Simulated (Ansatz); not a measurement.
Scan of [H···H···GeH3], doublet

Starting geometry:

```csv
atom,x (Å),y (Å),z (Å)
H,-2.5984,0.0000,0.0000
H,-1.8534,0.0000,0.0000
Ge,0.0406,0.0000,0.0000
H,0.5092,-1.4659,0.0000
H,0.5092,0.7330,-1.2695
H,0.5092,0.7330,1.2695
```

From there H2 is moved from one fragment to the other while all else, the fragments' distance too, stays fixed; atoms are numbered as listed. Energies are in kcal/mol, counted from the starting geometry at the same level.

Basis cc-pVDZ; Ansatz 0.2.0. Correlated methods freeze the noble-gas cores and the filled d shells of p-block atoms. R marks a restricted (for open shells ROHF) determinant, U an unrestricted one. Active spaces: valence = (9e, 9o) chosen from the atoms' valence shells. No spin–orbit coupling is included, and no scalar relativity.

Runs in a small pair space aren't shown, since their orbitals change along the scan.

Full CI isn't at hand for all of this; UCCSDT(Q) serves as the reference, and is uncertain by about the last step of the cluster series. The frozen core follows each run's orbitals, which can shift R against U totals by a few meV for light atoms and by up to 0.1 eV past Ca.

```tsv
distance H1-H2 (Å)	UCCSDT(Q)	error RMP2	error RCCSD	error UCCSD(T)	error RCCSDT(Q)	error MRCISD (valence space)	error MRCISD+Q (valence space)
0.693	2.0	-0.2	-0.1	0.0	0.0	0.0	0.0
0.745	0.0	0.0	0.0	0.0	0.0	0.0	0.0
0.797	-0.1	0.2	0.1	0.0	0.0	0.0	0.0
0.849	1.0	0.2	0.1	0.0	0.0	0.0	0.0
0.901	2.6	0.2	0.2	0.0	0.0	0.0	0.0
0.953	4.3	0.1	0.2	0.0	0.0	0.0	0.0
1.005	6.0	0.1	0.2	0.0	0.0	0.0	0.0
1.057	7.6	-0.1	0.1	0.0	-0.1	0.0	0.0
1.109	9.3	-0.4	0.1	0.0	-0.1	0.0	0.0
```

Errors are those of relative energies. In total energy the starting point itself misses UCCSDT(Q) by: RMP2 23.4, RCCSD 2.2, UCCSD(T) 0.5, RCCSDT(Q) 0.1, MRCISD (valence space) 3.2, MRCISD+Q (valence space) 0.3 kcal/mol.

Spread of the error over the points with a reference, to 1.109 Å (largest less smallest): MRCISD+Q (valence space) 0.0, UCCSD(T) 0.1, RCCSDT(Q) 0.1, MRCISD (valence space) 0.1, RCCSD 0.3, RMP2 0.6 kcal/mol.
